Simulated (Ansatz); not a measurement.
`OC1CCC1` + H₂ → `C1CCC1` + H₂O at 298.15 K and 1 bar (hydrogenolysis of a C–O bond).

Calculated with Ansatz (gas phase, PBE0-D4/def2-TZVP geometries, no zero-point term in ΔE). CCSD(T)/CBS is the MP2 limit (def2-TZVPP, def2-QZVPP) plus CCSD(T) − MP2 in def2-TZVPP, frozen cores. This one scheme is used for every species. One conformer a species, not always the lowest.

| species | CCSD(T)/CBS energy (Eh) | H − E (kJ/mol) | S (J/(mol·K)) |
| --- | --- | --- | --- |
| `OC1CCC1` | -232.16828 | 319.6 | 300.0 |
| H₂ | -1.17544 | 35.1 | 130.4 |
| `C1CCC1` | -156.99792 | 304.8 | 263.0 |
| H₂O | -76.37941 | 66.4 | 188.7 |

H − E and S are ideal-gas, rigid-rotor, harmonic terms from PBE0-D4/def2-TZVP, for one conformer and one mirror image of each species. The MP2-based limit puts H₂ 0.8 mEh under its directly extrapolated value; such offsets cancel only in part. 1 Eh = 2625.50 kJ/mol, R = 8.31446 J/(mol·K).

**Question.** By hand: ΔE, ΔH, ΔS and ΔG.

**Answer.** ΔE = (-156.99792) + (-76.37941) − (-232.16828) − (-1.17544) = -0.03361 Eh = -88.2 kJ/mol. Δ(H − E) = 304.8 + 66.4 − 319.6 − 35.1 = 16.5, so ΔH = -71.7 kJ/mol. ΔS = 263.0 + 188.7 − 300.0 − 130.4 = 21.3 J/(mol·K). ΔG = -71.7 − 298.15 × (21.3)/1000 = -78.1 kJ/mol.

**Question.** By hand: the equilibrium constant, and the temperature at which ΔG would vanish if ΔH and ΔS stayed fixed.

**Answer.** log₁₀ K = −ΔG/(RT ln 10) = 13.7. ΔH and −TΔS have one sign here, so there is no such temperature.

ΔH outweighs TΔS. A doubt of 5 kJ/mol in ΔE shifts log₁₀ K by 0.9 here. Other conformers and mirror images would add mixing entropy, several J/(mol·K) or more a flexible species. These are equilibria of isolated gas molecules and say nothing of rates. Largest T1 diagnostic: 0.009 (customary marks: 0.02 for closed shells, 0.045 for open ones).
